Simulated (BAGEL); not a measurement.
**B3LYP/6-31G(d) (density fitting with qzvpp-jkfit, spherical functions) run of C3H4F2 (SMILES F/C=C/CF)**

Aim: the energy change on altering one bond length of C3H4F2 at B3LYP/6-31G* (density fitting with qzvpp-jkfit, spherical functions), from 2 runs. 

The results are computed with BAGEL 1.2.2.

17 further runs of the same task are left out: 17 set aside as unsound or not needed.

## Step 1: Starting point

C3H4F2 has 9 atoms, charge 0, and is taken as a singlet. SMILES: `F/C=C/CF`. The shape is that of a GFN2-xTB optimisation. This is one conformer, not always the lowest.

Bond lengths: F1–C2 1.340 Å, C2–C3 1.319 Å, C3–C4 1.492 Å, C4–F5 1.370 Å, C2–H6 1.080 Å, C3–H7 1.079 Å, C4–H8 1.098 Å, C4–H9 1.097 Å. Some angles: F1–C2–C3 121.5°, C2–C3–C4 123.5°, C3–C4–F5 111.9°, F1–C2–H6 112.6°, C3–C2–H6 126.0°, C2–C3–H7 120.9°, C4–C3–H7 115.6°, C3–C4–H8 110.9°, C3–C4–H9 110.8°, F5–C4–H8 106.9°.

## Step 2: A single-point energy at B3LYP/6-31G(d) (density fitting with qzvpp-jkfit, spherical functions)

Input file input.json:

```json
{ "bagel": [

{
  "title": "molecule",
  "basis": "6-31gs.json",
  "df_basis": "qzvpp-jkfit",
  "angstrom": true,
  "geometry": [
    { "atom": "F", "xyz": [    0.106490,    1.712920,    1.897720 ] },
    { "atom": "C", "xyz": [    0.084330,    1.141770,    0.685890 ] },
    { "atom": "C", "xyz": [   -0.028420,   -0.164490,    0.541730 ] },
    { "atom": "C", "xyz": [   -0.056610,   -0.846930,   -0.785020 ] },
    { "atom": "F", "xyz": [    0.055160,    0.043280,   -1.820550 ] },
    { "atom": "H", "xyz": [    0.169070,    1.862730,   -0.113280 ] },
    { "atom": "H", "xyz": [   -0.107530,   -0.812160,    1.401370 ] },
    { "atom": "H", "xyz": [   -1.001940,   -1.385880,   -0.928350 ] },
    { "atom": "H", "xyz": [    0.779440,   -1.551250,   -0.879520 ] }
  ]
},
{
  "title": "ks",
  "xc_func": "b3lyp",
  "charge": 0
},
{
  "title": "print",
  "file": "orbitals.molden",
  "orbitals": true
}

]}
```

The basis set 6-31G* is read from a file made from the Basis Set Exchange's data (not shown).

Started as:

```console
BAGEL_NUM_THREADS=1 BAGEL input.json > input.out
```

The log of the run:

```text
* using 1 threads per process

  ===============================================================
  ===============================================================

  *** Geometry ***

  { "atom" : "F", "xyz" : [      0.201237,      3.236950,      3.586171 ] },
  { "atom" : "C", "xyz" : [      0.159361,      2.157633,      1.296144 ] },
  { "atom" : "C", "xyz" : [     -0.053706,     -0.310841,      1.023721 ] },
  { "atom" : "C", "xyz" : [     -0.106977,     -1.600466,     -1.483473 ] },
  { "atom" : "F", "xyz" : [      0.104237,      0.081787,     -3.440341 ] },
  { "atom" : "H", "xyz" : [      0.319496,      3.520050,     -0.214068 ] },
  { "atom" : "H", "xyz" : [     -0.203202,     -1.534760,      2.648206 ] },
  { "atom" : "H", "xyz" : [     -1.893392,     -2.618934,     -1.754327 ] },
  { "atom" : "H", "xyz" : [      1.472928,     -2.931438,     -1.662052 ] },

  Number of auxiliary basis functions:      451

  Since a DF basis is specified, we compute 2- and 3-index integrals:
    o Being stored without compression. Storage requirement is 0.022 GB

  Number of basis functions:       78
  Number of electrons      :       40

    * METHOD: MOLECULE                             0.21

  *** Kohn-Sham DFT ***

    * Removing 16882 points whose weight is below 1.00e-10
    * Grid points: 117272

  === Nuclear Repulsion ===
   168.0105793981

       - DIIS with orbital gradients will be used.

  === KS iteration (b3lyp / 6-31gs.json) ===
      0       -287.20668093          0.13886490           0.36
      1       -256.01254948          0.20016070           0.38
      2       -263.59193893          0.17860784           0.33
      3       -287.58416993          0.19607165           0.35
      4       -310.28621837          0.10616281           0.37
      5       -315.71515257          0.03798785           0.40
      6       -316.09373186          0.02444198           0.31
      7       -316.32626686          0.00877988           0.32
      8       -316.35191014          0.00309666           0.33
      9       -316.35312927          0.00271721           0.32
     10       -316.35628446          0.00021187           0.29
     11       -316.35630191          0.00008487           0.35
     12       -316.35630461          0.00002886           0.39
     13       -316.35630492          0.00000736           0.36
     14       -316.35630493          0.00000321           0.29
     15       -316.35630494          0.00000293           0.30
     16       -316.35630494          0.00000066           0.31
     17       -316.35630494          0.00000021           0.30
     18       -316.35630494          0.00000009           0.29
     19       -316.35630494          0.00000003           0.30
     20       -316.35630494          0.00000002           0.30
     21       -316.35630494          0.00000001           0.31
    * SCF iteration converged.

    * Permanent dipole moment:
           (    0.053497,     0.565728,     0.003007) a.u.

    * METHOD: KS                                   7.79

    * METHOD: PRINT                                0.01

  ===============================================================
```

It took 8.4 s on 1 thread of Intel Xeon 6975P-C (Granite Rapids), shared host; peak memory 0.42 GiB.

## Step 3: The distorted shape, same level

Input file input.json:

```json
{ "bagel" : [

{
  "title" : "molecule",
  "basis" : "6-31gs.json",
  "df_basis" : "qzvpp-jkfit",
  "angstrom" : true,
  "geometry" : [
    { "atom" : "F", "xyz" : [    0.123405,    1.908887,    1.919347 ] },
    { "atom" : "C", "xyz" : [    0.101245,    1.337737,    0.707517 ] },
    { "atom" : "C", "xyz" : [   -0.028420,   -0.164490,    0.541730 ] },
    { "atom" : "C", "xyz" : [   -0.056610,   -0.846930,   -0.785020 ] },
    { "atom" : "F", "xyz" : [    0.055160,    0.043280,   -1.820550 ] },
    { "atom" : "H", "xyz" : [    0.185985,    2.058697,   -0.091653 ] },
    { "atom" : "H", "xyz" : [   -0.107530,   -0.812160,    1.401370 ] },
    { "atom" : "H", "xyz" : [   -1.001940,   -1.385880,   -0.928350 ] },
    { "atom" : "H", "xyz" : [    0.779440,   -1.551250,   -0.879520 ] }
  ]
},
{ "title" : "ks", "xc_func" : "b3lyp" },
{ "title" : "print", "file" : "orbitals.molden", "orbitals" : true }

]}
```

The basis set 6-31G* is read from a file made from the Basis Set Exchange's data (not shown).

Started as:

```console
BAGEL_NUM_THREADS=1 BAGEL input.json > input.out
```

The log of the run:

```text
* using 1 threads per process

  ===============================================================
  ===============================================================

  *** Geometry ***

  { "atom" : "F", "xyz" : [      0.233202,      3.607274,      3.627040 ] },
  { "atom" : "C", "xyz" : [      0.191325,      2.527957,      1.337013 ] },
  { "atom" : "C", "xyz" : [     -0.053706,     -0.310841,      1.023721 ] },
  { "atom" : "C", "xyz" : [     -0.106977,     -1.600466,     -1.483473 ] },
  { "atom" : "F", "xyz" : [      0.104237,      0.081787,     -3.440341 ] },
  { "atom" : "H", "xyz" : [      0.351461,      3.890374,     -0.173199 ] },
  { "atom" : "H", "xyz" : [     -0.203202,     -1.534760,      2.648206 ] },
  { "atom" : "H", "xyz" : [     -1.893392,     -2.618934,     -1.754327 ] },
  { "atom" : "H", "xyz" : [      1.472928,     -2.931438,     -1.662052 ] },

  Number of auxiliary basis functions:      451

  Since a DF basis is specified, we compute 2- and 3-index integrals:
    o Being stored without compression. Storage requirement is 0.022 GB

  Number of basis functions:       78
  Number of electrons      :       40

    * METHOD: MOLECULE                             0.16

  *** Kohn-Sham DFT ***

    * Removing 16480 points whose weight is below 1.00e-10
    * Grid points: 117674

  === Nuclear Repulsion ===
   163.0547610564

       - DIIS with orbital gradients will be used.

  === KS iteration (b3lyp / 6-31gs.json) ===
      0       -288.48163345          0.13767422           0.45
      1       -270.60430614          0.17194958           0.55
      2       -278.59046501          0.23411015           0.29
      3       -309.04165700          0.11428460           0.29
      4       -314.39020508          0.06450767           0.32
      5       -315.59056757          0.03978667           0.29
      6       -316.07818632          0.02276144           0.29
      7       -316.31443839          0.00520954           0.29
      8       -316.32413048          0.00235114           0.30
      9       -316.32644597          0.00041487           0.30
     10       -316.32650761          0.00016160           0.31
     11       -316.32651700          0.00005906           0.30
     12       -316.32651848          0.00001006           0.30
     13       -316.32651846          0.00001169           0.30
     14       -316.32651852          0.00000146           0.30
     15       -316.32651852          0.00000061           0.31
     16       -316.32651852          0.00000010           0.35
     17       -316.32651852          0.00000003           0.31
     18       -316.32651852          0.00000001           0.31
     19       -316.32651852          0.00000000           0.30
    * SCF iteration converged.

    * Permanent dipole moment:
           (    0.048545,     0.504734,    -0.020167) a.u.

    * METHOD: KS                                   6.99

    * METHOD: PRINT                                0.01

  ===============================================================
```

Wall time 7.5 s (1 thread of Intel Xeon 6975P-C (Granite Rapids), shared host); peak memory 0.42 GiB.

## Step 4: What came out

At B3LYP/6-31G* (density fitting with qzvpp-jkfit, spherical functions):

| quantity | value |
| --- | --- |
| first shape: total energy | -316.35630 Eh |
| first shape: dipole moment | 1.44 D |
| first shape: HOMO energy | -6.91 eV |
| first shape: LUMO energy | 0.62 eV |
| first shape: HOMO–LUMO gap | 7.53 eV |
| distorted shape: total energy | -316.32652 Eh |
| distorted shape: dipole moment | 1.29 D |
| distorted shape: HOMO energy | -6.26 eV |
| distorted shape: LUMO energy | -0.45 eV |
| distorted shape: HOMO–LUMO gap | 5.81 eV |
| energy change with the C2–C3 bond stretched from 1.319 to 1.517 Å | 0.811 eV |

What this shows: With the C2–C3 bond stretched from 1.319 to 1.517 Å the energy rises by 0.81 eV (18.7 kcal/mol). The first shape isn't relaxed at this level, so the change isn't measured from a minimum.
